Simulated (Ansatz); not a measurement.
# C2H4FN: how energies converge with the basis set

The task here is to estimate one member of a computed series from the others.

The runs use Ansatz 0.2.0, Gaussian basis; one geometry, several basis sets.

The runs, in order: PBE0-D4/def2-SVP; ωB97M-V/def2-SVP; PBE0-D4/def2-QZVPP; ωB97M-V/def2-QZVPP; the functionals' def2-TZVPP values are taken from earlier runs.

## The geometry

All runs share one geometry, relaxed beforehand with PBE0-D4 in a triple-zeta def2 set.

8 atoms, charge 0, spin multiplicity 1.

Atoms are counted from 1 here; the program's logs count them from 0.

Bond lengths: N1–C2 1.259 Å, N1–H5 1.023 Å, C2–C3 1.497 Å, C2–H6 1.095 Å, C3–F4 1.373 Å, C3–H7 1.096 Å, C3–H8 1.096 Å. Angles: C2–N1–H5 110.0°, N1–C2–C3 126.7°, N1–C2–H6 118.9°, C3–C2–H6 114.4°, C2–C3–F4 111.2°, C2–C3–H7 110.1°, C2–C3–H8 110.1°, F4–C3–H7 108.6°, F4–C3–H8 108.6°, H7–C3–H8 108.2°.

Geometry (Å):

```mol
C2H4FN
  3D, bonds by distance, orders not assigned

  8  7  0  0  0  0  0  0  0  0999 V2000
   -1.0296    1.2698   -0.1988 N   0  0
   -0.0667    0.6764    0.3534 C   0  0
    0.4667   -0.6781    0.0048 C   0  0
   -0.2376   -1.2370   -1.0333 F   0  0
   -1.4177    0.6883   -0.9453 H   0  0
    0.4576    1.1711    1.1778 H   0  0
    0.3986   -1.3441    0.8730 H   0  0
    1.5208   -0.6034   -0.2872 H   0  0
  1  2  8  0
  2  3  8  0
  3  4  8  0
  1  5  8  0
  2  6  8  0
  3  7  8  0
  3  8  8  0
M  END
```

Set-up of the first run:

Contents of in.yaml:

```yaml
crystal:
  periodic: [false, false, false]
  atoms:
    - {symbol: N, position_ang: [-1.029576, 1.269751, -0.198809]}
    - {symbol: C, position_ang: [-0.066692, 0.676365, 0.353368]}
    - {symbol: C, position_ang: [0.466683, -0.678102, 0.004764]}
    - {symbol: F, position_ang: [-0.237583, -1.237046, -1.033346]}
    - {symbol: H, position_ang: [-1.417714, 0.688270, -0.945293]}
    - {symbol: H, position_ang: [0.457628, 1.171061, 1.177764]}
    - {symbol: H, position_ang: [0.398552, -1.344118, 0.872980]}
    - {symbol: H, position_ang: [1.520802, -0.603380, -0.287227]}
basis:
  gaussian: {orbitals: def2-SVP}
hamiltonian: {xc: pbe0, dispersion: d4}
output: {orbitals: {seedname: orbitals}}
```

Run with:

```sh
$ ansatz run in.yaml --threads 2 --pin off --events-out ev --progress --plain --max-ram 4352MiB
```

Among the steps run: PBE0-D4 in def2-SVP; ωB97M-V in def2-SVP; PBE0-D4 in def2-QZVPP; ωB97M-V in def2-QZVPP.

One of the session's tables, all rows but one given; the rest of the session is left out.

It belongs to the step «Functionals by basis». 

```
functional       basis  HOMO (eV)  LUMO (eV)
   PBE0-D4    def2-SVP      -7.65      -0.04
   PBE0-D4  def2-TZVPP      -7.88      -0.29
   PBE0-D4  def2-QZVPP      -7.92      -0.37
   ωB97M-V    def2-SVP          ?          ?
   ωB97M-V  def2-TZVPP     -10.29       2.00
   ωB97M-V  def2-QZVPP     -10.34       1.87
```

Q: Estimate the row for ωB97M-V, def2-SVP from the others.

**Answer.** HOMO (eV): -10.04; LUMO (eV): 2.35. In the column «HOMO (eV)» it lies between ωB97M-V, def2-TZVPP (-10.29) and PBE0-D4, def2-QZVPP (-7.92).
